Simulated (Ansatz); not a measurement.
A run of Ansatz (development build ahead of 0.2.0) on doublet H4O2(+) at this shape:

```xyz
6

O     0.8494    1.3031    0.4148
H     1.1236    1.1792    1.3100
H     0.3614    0.5182    0.1972
O    -0.7090   -1.1014   -0.3932
H    -0.3177   -1.5035   -1.1550
H    -1.5806   -0.8466   -0.6586
```

Its results:

```
Converged                       : yes
Total energy                    : -151.56338 hartree
Spin squared of the determinant : 0.756
Stability test                  : minimum
```

Forces (eV/Å):
| atom | Fx | Fy | Fz |
| --- | --- | --- | --- |
| O1 | 0.586 | 1.822 | -0.947 |
| H2 | 0.839 | 0.113 | 2.063 |
| H3 | -1.854 | -2.641 | -1.283 |
| O4 | 0.747 | 1.206 | 0.321 |
| H5 | -0.004 | -0.328 | -0.137 |
| H6 | -0.314 | -0.171 | -0.017 |

(1) Which input gives this output? Name the method, the orbitals and the basis set, and write the input.

Results:

(1) UHF in def2-SVP.

```yaml
crystal:
  periodic: [false, false, false]
  atoms:
    - { symbol: O, position_ang: [0.84944, 1.30306, 0.41481] }
    - { symbol: H, position_ang: [1.12361, 1.1792, 1.30996] }
    - { symbol: H, position_ang: [0.36138, 0.5182, 0.1972] }
    - { symbol: O, position_ang: [-0.70896, -1.10135, -0.39325] }
    - { symbol: H, position_ang: [-0.31773, -1.50349, -1.15504] }
    - { symbol: H, position_ang: [-1.58063, -0.84661, -0.65857] }
basis:
  gaussian: { orbitals: def2-SVP }
total_charge: 1
magnetization:
  spin_polarized: true
  initial_magnetization: 1
hamiltonian:
  xc: hf
output:
  forces: true
```
